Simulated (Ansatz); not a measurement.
Process, species as SMILES: FF (F2) → 2 F atom
B3LYP-D3(BJ)/def2-TZVP geometries, fixed; electronic energies without zero-point terms.

How fast the atomisation energy converges with the basis for several methods (Ansatz, a program for electronic structure): deviation from each method's own reference, in kcal/mol. References: CCSD(T) 38.52 kcal/mol, Hartree-Fock in aug-cc-pVQZ plus the correlation part extrapolated as X^-3 from aug-cc-pVTZ and aug-cc-pVQZ; HF -35.90 kcal/mol, the value in aug-cc-pV5Z; MP2 44.32 kcal/mol, Hartree-Fock in aug-cc-pV5Z plus the correlation part extrapolated as X^-3 from aug-cc-pVQZ and aug-cc-pV5Z; PBE 52.86 kcal/mol, the value in aug-cc-pV5Z; PBE0 35.10 kcal/mol, the value in aug-cc-pV5Z; wB97M-V 37.65 kcal/mol, the value in aug-cc-pV5Z. Cartesian d functions, on some or all atoms, in 6-31G**, 6-31+G*; all else is spherical. In correlated methods cores are frozen. A restricted Hartree-Fock determinant is unstable towards unrestricted orbitals. Open shells are unrestricted. No added dispersion term, no relativity. Functionals ending in -V hold VV10 correlation. 

```tsv
basis	functions	CCSD(T)	HF	MP2	PBE	PBE0	wB97M-V
6-31G	18	-23.24	-11.69	?	-7.39	-9.62	-8.56
pcseg-0	18	-16.63	-1.96	?	-1.04	-2.25	-1.64
pcseg-1	28	-13.25	-5.00	?	-1.45	-3.01	-2.31
6-31G**	30	-5.66	1.67	?	5.68	3.96	5.15
6-31+G*	38	-9.78	-2.30	?	-2.04	-2.29	-2.27
6-311+G**	44	-13.31	-5.68	?	-5.76	-6.05	-5.87
6-311++G(2d,2p)	54	-7.85	-1.80	?	-1.62	-1.82	-1.72
def2-TZVPP	62	-3.96	-0.06	?	0.20	-0.05	0.13
aug-cc-pVTZ	92	-2.30	0.11	?	-0.03	0.00	0.06
pcseg-3	120	-1.22	0.16	?	-0.11	-0.05	-0.10
def2-QZVPPD	132	-1.88	-0.09	?	-0.22	-0.20	-0.15
aug-cc-pVQZ	160	-1.02	-0.01	?	0.02	0.01	-0.02
```

**Question.** Fill in the missing entries.

**Answer.** 
- 6-31G, MP2: -26.78
- pcseg-0, MP2: -21.92
- pcseg-1, MP2: -12.75
- 6-31G**, MP2: -6.71
- 6-31+G*, MP2: -10.10
- 6-311+G**, MP2: -15.30
- 6-311++G(2d,2p), MP2: -8.12
- def2-TZVPP, MP2: -4.29
- aug-cc-pVTZ, MP2: -2.48
- pcseg-3, MP2: -1.27
- def2-QZVPPD, MP2: -1.91
- aug-cc-pVQZ, MP2: -1.05

Mean absolute deviation over 6-311+G**, 6-311++G(2d,2p), def2-TZVPP, aug-cc-pVTZ: PBE 1.90, HF 1.91, wB97M-V 1.94, PBE0 1.98, CCSD(T) 6.86, MP2 7.54 kcal/mol.
